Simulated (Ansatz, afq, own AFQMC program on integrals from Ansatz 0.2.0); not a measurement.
Integrals from Ansatz 0.2.0, then the random walk in our own AFQMC program (afq).

```yaml
crystal:
  periodic: [false, false, false]
  atoms:
    - {symbol: Ge, position_ang: [0.000000, 0.000000, 4.970958]}
    - {symbol: N, position_ang: [0.000000, 0.000000, -1.261042]}
    - {symbol: H, position_ang: [0.000000, 0.830871, -1.854958]}
    - {symbol: H, position_ang: [0.000000, -0.830871, -1.854958]}
basis:
  gaussian: {orbitals: cc-pVDZ}
magnetization: {spin_polarized: true, initial_magnetization: 3}
correlation: {method: ccsd_t, electrons: outside_noble_gas, hamiltonian_folder: ham}
```

```sh
$ ansatz run in.yaml --threads 1 --pin off --events-out ev --progress --plain --max-ram 1382MiB
```

afq runs on the folder ham with

```
--method phaseless --trial hf --walkers 120 --populations 1 --least-time 40 --time-step 0.005 --steps-per-block 20 --equilibration-blocks 160 --max-blocks 600 --target-error 0.002400 --factor-cut 1e-05 --start spin_pure --seed 4595 --taylor-order 6
```

Times are imaginary, in 1/Eh. The walk had a cap of 1161 s. Filled inner d shells are frozen with the cores.

```
orbitals 36  electrons 7 4  factors 235 of 553
reference energy -2130.85837794 Eh
CCSD correlation -0.21859389 Eh in 11 cycles, weight of the determinant in the CISD state 0.8990
energy of the start -2130.858670 Eh
 block  time / (1/Eh)  mean weight  energy / Eh
     1     0.100  0.9997  -2130.914605
     2     0.200  1.0025  -2130.957562
     3     0.300  1.0005  -2130.972839
     4     0.400  1.0009  -2130.998301
     5     0.500  1.0022  -2131.027507
     8     0.800  1.0002  -2131.042342
    15     1.500  0.9992  -2131.079722
    57     5.700  1.0011  -2131.089084
    99     9.900  1.0001  -2131.083138
   127    12.700  0.9990  -2131.050695
   141    14.100  0.9988  -2131.086722
   183    18.300  1.0004  -2131.087399
   197    19.700  0.9999  -2131.120411
   225    22.500  1.0014  -2131.062548
   267    26.700  1.0000  -2131.079918
   309    30.900  0.9994  -2131.073231
   351    35.100  1.0000  -2131.088463
   393    39.300  1.0000  -2131.073993
   435    43.500  1.0016  -2131.059900
   477    47.700  0.9993  -2131.063468
   519    51.900  0.9971  -2131.087688
   547    54.700  1.0001  -2131.087472
blocks merged  error / Eh  count
     1  0.000816  400
     2  0.001064  200
     4  0.001271  100
     8  0.001493  50
    16  0.001638  25
    32  0.001731  12
energy -2131.078082 +/- 0.001638 Eh
(rows thinned)
```

Estimate how long the walk took on 1 thread of Intel(R) Xeon(R) Platinum 8375C CPU @ 2.90GHz (Ice Lake), with other jobs on the host.

2.8 min of wall time.

The run passed its tests (sampling time, drift between the halves within three errors, error under three times the target), which doesn't prove that it has relaxed.

Against this walk (error 44.6 meV) on the same determinant: CCSD(T) 58.9 meV lower (within the noise), CCSDT(Q) 81.7 meV lower (within the noise), a separate phaseless walk with a CISD trial and standard settings 68.4 ± 45.6 meV lower (within the noise). The error is statistical and leaves out the bias of the constraint.

Cautions: constraint bias not in the error; no relativity below Rb; no spin-orbit coupling; inner d shell frozen; lower spins were not checked.

CCSDT and higher add their correlation energy to the determinant of the CCSD(T) run, since their own runs factorise the integrals more tightly (a shift of under 2 meV). A walk keeps the symmetry of its determinant, which the program's search chose and which needn't be the lowest solution, so a lower state of the same spin and another symmetry isn't excluded.
